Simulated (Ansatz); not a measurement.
Basis-set limit of Si2NH5Cl, doublet

```json
{"atom": "Si", "x (Å)": "0.4909", "y (Å)": "1.6091", "z (Å)": "0.7354"}
{"atom": "N", "x (Å)": "0.4167", "y (Å)": "0.3086", "z (Å)": "-0.4377"}
{"atom": "Si", "x (Å)": "-0.3382", "y (Å)": "-1.2399", "z (Å)": "-0.2841"}
{"atom": "Cl", "x (Å)": "0.8834", "y (Å)": "-2.6519", "z (Å)": "0.6282"}
{"atom": "H", "x (Å)": "0.4683", "y (Å)": "2.9241", "z (Å)": "0.0117"}
{"atom": "H", "x (Å)": "-0.7114", "y (Å)": "1.4644", "z (Å)": "1.6165"}
{"atom": "H", "x (Å)": "1.0713", "y (Å)": "0.3927", "z (Å)": "-1.2136"}
{"atom": "H", "x (Å)": "-1.5455", "y (Å)": "-1.0870", "z (Å)": "0.5669"}
{"atom": "H", "x (Å)": "-0.6470", "y (Å)": "-1.7662", "z (Å)": "-1.6403"}
```

Ansatz 0.2.0, UHF determinant, valence electrons correlated. Energies in eV.

```
       set  X  functions  Hartree–Fock  MP2 correlation  CCSD(T) correlation                                                                                                     time
def2-TZVPP  3        227   -29792.5365         -17.0199             -19.2000     10 s on 1 × NVIDIA H100 80GB HBM3 with 1 thread of AMD EPYC 7R13 Processor (Zen 3), on a shared host
def2-QZVPP  4        417   -29793.4647         -18.4428             -20.5558  2.5 min on 1 × NVIDIA H100 80GB HBM3 with 1 thread of AMD EPYC 7R13 Processor (Zen 3), on a shared host
```

Hartree–Fock is taken to follow E(X) = E∞ + A·exp(−7.88·√X), correlation E(X) = E∞ + B·X^−2.97.

Q: Work out the CCSD(T) energy at the limit, and how far the shortcut misses it that extrapolates MP2 and adds CCSD(T) minus MP2 from the smaller set.

A: Hartree–Fock: E∞ = E4 + 0.1377·(E4 − E3) = -29793.5926. Correlation: E∞ = E4 + 0.7407·(E4 − E3) = -21.5601 for CCSD(T) and -19.4968 for MP2. The limit is -29815.1527 eV, 1.132 eV below def2-QZVPP. The shortcut gives a correlation energy of -19.4968 + (-2.1801) = -21.6768, 117 meV lower than the direct value.

Past Ne part of the Hartree–Fock step between the two sets comes from the cores, which don't follow the formula, so the 128 meV that it adds to the total can overshoot; that part largely cancels in differences.
